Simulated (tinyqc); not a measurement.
Inside a calculation (part 2 of 2). Method: CCSD on RHF in the sto-6g basis, frozen core, for H2O, spin multiplicity 1. Computed by tinyqc, a small Python program that keeps every step (integrals from PySCF). Command: `OMP_NUM_THREADS=1 python tinyqc.py 21432 21433 out.jsonl` (the two numbers bound the seeds that draw the settings). One thread of a shared host (Intel(R) Xeon(R) Processor @ 2.60GHz), about 0.3 s of CPU time with the checks.

Geometry (angstrom):

| atom | x | y | z |
|---|---|---|---|
| O | 0.000000 | 0.000000 | 0.000000 |
| H | 0.000000 | 0.647000 | 0.641000 |
| H | 0.000000 | -0.620000 | 0.615000 |

## CCSD: amplitude update 3

Amplitudes after update 2 (spin orbitals 1a, 1b, ...; amplitudes related by a flip of all spins are not repeated; the 24 largest):

| from | to | t |
|---|---|---|
| 3a 3b | 7a 7b | -0.070795 |
| 4a 4b | 6a 6b | -0.037622 |
| 4a 4b | 7a 7b | -0.037346 |
| 3a 4b | 6b 7a | -0.037339 |
| 3a 3b | 6a 6b | -0.035294 |
| 2a 2b | 6a 6b | -0.031511 |
| 2a 3b | 6a 7b | 0.027140 |
| 2a 4b | 6a 6b | -0.025108 |
| 5a 5b | 6a 6b | -0.023504 |
| 3a 4b | 6a 7b | 0.021362 |
| 2a 3b | 6b 7a | -0.016114 |
| 2a 2b | 7a 7b | -0.016017 |
| 3a 4a | 6a 7a | -0.015976 |
| 3a 4b | 6a 6b | -0.015871 |
| 3a 4b | 7a 7b | 0.011349 |
| 2a 3a | 6a 7a | 0.011026 |
| 2a 3b | 7a 7b | 0.010809 |
| 2a 3b | 6a 6b | -0.010712 |
| 5a 5b | 7a 7b | -0.010283 |
| 3a 3b | 6a 7b | 0.010225 |
| 4a | 6a | 0.006784 |
| 2a 4b | 6b 7a | 0.006025 |
| 2a 4b | 6a 7b | -0.005604 |
| 2a 2b | 6a 7b | -0.004169 |

Two-electron integrals over orbitals (pq|rs), unique and non-zero (hartree); the lowest 1 orbital is frozen and left out:
```
(22|22) 0.746383    (32|22) -0.006936   (32|32) 0.147545    (33|22) 0.669432
(33|32) 0.002994    (33|33) 0.659949    (42|22) 0.018695    (42|32) 0.000153
(42|33) 0.005655    (42|42) 0.116226    (43|22) -0.002775   (43|32) 0.011010
(43|33) -0.002404   (43|42) 0.005212    (43|43) 0.047532    (44|22) 0.671831
(44|32) 0.003438    (44|33) 0.616921    (44|42) -0.103285   (44|43) -0.007191
(44|44) 0.801264    (52|52) 0.141386    (53|52) 0.002824    (53|53) 0.030892
(54|52) -0.051488   (54|53) -0.001927   (54|54) 0.060997    (55|22) 0.747954
(55|32) 0.001291    (55|33) 0.649632    (55|42) -0.067801   (55|43) -0.006633
(55|44) 0.736097    (55|55) 0.880663    (62|22) -0.147802   (62|32) -0.008637
(62|33) -0.087573   (62|42) -0.014083   (62|43) 0.009001    (62|44) -0.087940
(62|55) -0.160615   (62|62) 0.105880    (63|22) -0.029699   (63|32) 0.026887
(63|33) -0.021750   (63|42) 0.017657    (63|43) 0.023224    (63|44) -0.033124
(63|55) -0.041940   (63|62) 0.024897    (63|63) 0.064168    (64|22) -0.080620
(64|32) 0.017739    (64|33) -0.042238   (64|42) 0.039644    (64|43) 0.002783
(64|44) -0.120674   (64|55) -0.106790   (64|62) 0.053301    (64|63) 0.026312
(64|64) 0.069139    (65|52) -0.057468   (65|53) -0.006286   (65|54) 0.004193
(65|65) 0.038985    (66|22) 0.640060    (66|32) 0.039375    (66|33) 0.591981
(66|42) 0.055410    (66|43) 0.017698    (66|44) 0.566051    (66|55) 0.607704
(66|62) -0.102631   (66|63) 0.011649    (66|64) -0.032635   (66|66) 0.635882
(72|22) -0.036517   (72|32) 0.028621    (72|33) -0.018856   (72|42) 0.000620
(72|43) -0.037773   (72|44) -0.025669   (72|55) -0.040577   (72|62) 0.012645
(72|63) -0.031658   (72|64) 0.015716    (72|66) -0.031205   (72|72) 0.061786
(73|22) 0.113416    (73|32) 0.010331    (73|33) 0.088136    (73|42) -0.080842
(73|43) -0.001070   (73|44) 0.153866    (73|55) 0.174890    (73|62) -0.072217
(73|63) -0.021095   (73|64) -0.071723   (73|66) 0.040520    (73|72) -0.026881
(73|73) 0.148770    (74|22) -0.010226   (74|32) -0.080344   (74|33) -0.010029
(74|42) 0.003916    (74|43) 0.008841    (74|44) -0.020866   (74|55) -0.017068
(74|62) 0.013948    (74|63) -0.032030   (74|64) -0.004900   (74|66) -0.031402
(74|72) -0.010080   (74|73) -0.021178   (74|74) 0.071372    (75|52) -0.014402
(75|53) 0.022283    (75|54) 0.002138    (75|65) 0.003953    (75|75) 0.023727
(76|22) 0.007310    (76|32) -0.086662   (76|33) -0.008501   (76|42) 0.011990
(76|43) -0.036023   (76|44) -0.011634   (76|55) -0.001424   (76|62) -0.010573
(76|63) -0.044207   (76|64) -0.015062   (76|66) -0.034063   (76|72) 0.014213
(76|73) -0.018606   (76|74) 0.050204    (76|76) 0.092622    (77|22) 0.634539
(77|32) -0.043549   (77|33) 0.623355    (77|42) -0.001958   (77|43) -0.017840
(77|44) 0.607960    (77|55) 0.622865    (77|62) -0.070740   (77|63) -0.039180
(77|64) -0.038885   (77|66) 0.565682    (77|72) -0.010817   (77|73) 0.066576
(77|74) 0.020333    (77|76) 0.034570    (77|77) 0.642753
```

orbital energies (hartree): MO1 -20.513212, MO2 -1.332870, MO3 -0.628367, MO4 -0.500658, MO5 -0.412347, MO6 0.673796, MO7 0.781305

t_i^a D_i^a and t_ij^ab D_ij^ab are set to the remaining terms of the spin-orbital equations, evaluated with the old amplitudes; for the doubles these are <ij||ab> + 1/2 <ab||ef> t_ij^ef + 1/2 <mn||ij> t_mn^ab + P(ij)P(ab) <mb||ej> t_im^ae + terms in t^2 + terms with t1, D the orbital-energy denominators. DIIS then mixes the stored amplitudes.

DIIS coefficients: -0.581370  1.581370

Amplitudes after update 3 (spin orbitals 1a, 1b, ...; amplitudes related by a flip of all spins are not repeated; the 24 largest):

| from | to | t |
|---|---|---|
| 3a 3b | 7a 7b | -0.073043 |
| 4a 4b | 6a 6b | -0.039025 |
| 4a 4b | 7a 7b | -0.038657 |
| 3a 4b | 6b 7a | -0.038639 |
| 3a 3b | 6a 6b | -0.036703 |
| 2a 2b | 6a 6b | -0.031817 |
| 2a 3b | 6a 7b | 0.027469 |
| 2a 4b | 6a 6b | -0.026259 |
| 5a 5b | 6a 6b | -0.024160 |
| 3a 4b | 6a 7b | 0.023349 |
| 2a 3b | 6b 7a | -0.017241 |
| 3a 4b | 6a 6b | -0.016809 |
| 2a 2b | 7a 7b | -0.015825 |
| 3a 4a | 6a 7a | -0.015290 |
| 3a 4b | 7a 7b | 0.011946 |
| 2a 3b | 7a 7b | 0.011181 |
| 2a 3b | 6a 6b | -0.011084 |
| 3a 3b | 6a 7b | 0.010539 |
| 2a 3a | 6a 7a | 0.010228 |
| 5a 5b | 7a 7b | -0.009908 |
| 4a | 6a | 0.008519 |
| 2a 4b | 6b 7a | 0.006116 |
| 2a 4b | 6a 7b | -0.005754 |
| 3a | 7a | -0.004471 |

correlation energy = -0.04465463 hartree

## CCSD: convergence

E_corr = 1/4 sum <ij||ab> t_ij^ab + 1/2 sum <ij||ab> t_i^a t_j^b; stop when the norm of the change is below 1e-8.

Course of the amplitude iterations:

| update | correlation energy (hartree) | norm of the change |
|---|---|---|
| 0 | -0.03291508 | - |
| 1 | -0.04107935 | 5.80e-02 |
| 2 | -0.04343769 | 1.98e-02 |
| 3 | -0.04465463 | 7.58e-03 |
| 4 | -0.04464794 | 7.57e-04 |
| 5 | -0.04464961 | 1.48e-04 |
| 6 | -0.04464957 | 1.14e-05 |
| 7 | -0.04464957 | 4.08e-06 |
| 8 | -0.04464958 | 5.23e-07 |
| 9 | -0.04464958 | 1.15e-07 |
| 10 | -0.04464958 | 3.55e-08 |
| 11 | -0.04464958 | 1.05e-08 |
| 12 | -0.04464958 | 2.09e-09 |

Converged amplitudes (spin orbitals 1a, 1b, ...; amplitudes related by a flip of all spins are not repeated; the 24 largest):

| from | to | t |
|---|---|---|
| 3a 3b | 7a 7b | -0.073070 |
| 4a 4b | 6a 6b | -0.039303 |
| 3a 4b | 6b 7a | -0.038709 |
| 4a 4b | 7a 7b | -0.038688 |
| 3a 3b | 6a 6b | -0.036520 |
| 2a 2b | 6a 6b | -0.031780 |
| 2a 3b | 6a 7b | 0.027351 |
| 2a 4b | 6a 6b | -0.026291 |
| 5a 5b | 6a 6b | -0.024111 |
| 3a 4b | 6a 7b | 0.023567 |
| 2a 3b | 6b 7a | -0.017227 |
| 3a 4b | 6a 6b | -0.016884 |
| 2a 2b | 7a 7b | -0.015757 |
| 3a 4a | 6a 7a | -0.015142 |
| 3a 4b | 7a 7b | 0.011985 |
| 2a 3b | 7a 7b | 0.011162 |
| 2a 3b | 6a 6b | -0.011055 |
| 3a 3b | 6a 7b | 0.010581 |
| 2a 3a | 6a 7a | 0.010124 |
| 5a 5b | 7a 7b | -0.009814 |
| 4a | 6a | 0.008935 |
| 2a 4b | 6b 7a | 0.006108 |
| 2a 4b | 6a 7b | -0.005756 |
| 2a 2b | 6a 7b | -0.004340 |

CCSD total energy = -75.69367830 hartree

T1 diagnostic, norm of the one-spin t1 over sqrt(correlated electrons) = 0.003566

Converged in 12 updates, with DIIS from the third.
